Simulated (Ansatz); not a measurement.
Mulliken charges of CHNO (`N=C=O`) from ωB97M-V/def2-TZVPP in Ansatz (PBE0-D4/def2-TZVP geometry).

| atom | x (Å) | y (Å) | z (Å) | charge (e) |
| --- | --- | --- | --- | --- |
| N1 | 0.505 | -0.391 | -0.423 | -0.283 |
| C2 | -0.462 | 0.161 | 0.046 | 0.326 |
| O3 | -1.462 | 0.645 | 0.383 | -0.219 |
| H4 | 1.419 | -0.415 | -0.007 | 0.176 |

**Question.** By hand: the dipole of these point charges (1 e Å = 4.8032 D).

**Answer.** Σ q r = (0.276, -0.051, 0.050) e Å, of length 0.285 e Å = 1.37 D.

**Question.** How does the dipole of the full density compare? (An estimate is asked.)

**Answer.** The calculation gave: (0.419, -0.041, 0.139) e Å, 2.13 D; the point charges give 0.64 times that, at 9° from its direction.

Point charges leave out the atoms' own dipoles, such as those of lone pairs, and Mulliken's split depends on the basis, so the two needn't agree.
